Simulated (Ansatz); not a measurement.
## Bromine, solid Br2 (Cmce): convergence with the k-point mesh

Computed with Ansatz, PBE, scalar-relativistic PAW, on the relaxed cell (a = 8.586 Å, b = 4.269 Å, c = 8.733 Å; spin not included). Errors count from a run at 420 eV on a Γ-centred 8×8×4 mesh with Fermi-Dirac smearing of 0.05 eV, extrapolated to zero width. Fixed here: cutoff 420 eV, Fermi-Dirac width 0.05 eV. The SCF starts from atomic densities corrected by a trained network.

```
 k-mesh  E(σ→0) error (meV/atom)  P (GPa)  SCF iterations
  2×2×1                    -89.2    -0.78               6
  2×2×1                    -89.2    -0.78               6
  3×3×2                     -4.9    -0.07               6
  4×4×2                      0.8     0.00               6
  5×5×3                      0.0    -0.01               6
  9×9×4                      0.0    -0.01               6
12×12×6                      0.0    -0.01               6
```

Task: What does the run at 7×7×3 give (k-mesh)?

Result: E(σ→0) error (meV/atom): 0.0; P (GPa): -0.02; SCF iterations: 6.

Within 5 meV/atom of the last row: from 3×3×2 on.
